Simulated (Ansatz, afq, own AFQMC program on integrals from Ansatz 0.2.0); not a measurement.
## Where AFQMC and coupled cluster stand for SiH₃, doublet

```yaml
atoms:
  - { symbol: Si, position_ang: [0.7004, 0.8564, 0.0841] }
  - { symbol: H, position_ang: [2.0456, 0.3965, -0.3754] }
  - { symbol: H, position_ang: [0.7370, 1.3033, 1.5094] }
  - { symbol: H, position_ang: [0.1573, 1.9254, -0.8072] }
```

Basis def2-TZVP. Only valence electrons are correlated. Integrals, coupled cluster, full CI and functionals: Ansatz 0.2.0; the random walks run on the same integrals in our own AFQMC program. ph-AFQMC/CISD is guided by a CISD state made of CCSD amplitudes; releasing the constraint for a short imaginary time cuts its bias at the price of noise, slowly where states lie close. Free projection: walkers drawn from exp(T), propagated without any constraint. Its projection time is finite, and what remains of the start isn't in its error. Uncertainties: one standard error, sampling alone.

Determinant: UHF, the one that the program's search chose, which needn't be the lowest solution. The geometry is a PBE0/def2-SVP stationary point of this or a neighbouring charge and spin state.

No full CI on the walks' own integrals is used here; CCSDT(Q) serves as the reference and is uncertain by about the last step of the cluster series.

Cautions: the ph-AFQMC/CISD walk drifts between its halves (2.7 errors).

- T1 diagnostic: 0.0153
- weight of the determinant in the CISD state: 0.923
- ⟨S²⟩ of the determinant: 0.755
- size of the correlated space: 7 electrons in 50 orbitals

Reference: CCSDT(Q), correlation energy -3.777 eV. The released energy is read at 1.50 1/Eh (meV from the phaseless value at times in 1/Eh: 0.0 ± 1.1 at 0.24, -0.8 ± 1.1 at 0.50, -2.7 ± 1.2 at 1.00, -3.4 ± 0.8 at 1.50).

```tsv
level	E − E(reference) (meV)	share of correlation (%)
HF	3777.4	0.00
MP2	860.8	77.21
CCSD	111.3	97.05
CCSD(T)	23.4	99.38
CCSDT	2.0	99.95
ph-AFQMC/HF	-39.2 ± 11.5	101.04
ph-AFQMC/CISD	3.5 ± 1.3	99.91
released AFQMC	0.1 ± 0.8	100.00
free AFQMC	-1.8 ± 1.3	100.05
```

Free projections are given only where their last times agree within the noise and don't stop above the reference; a slow remainder of the start can still hide under it. Released energies are given only where the last usable release times agree within the noise; a slower fall can still hide under it.
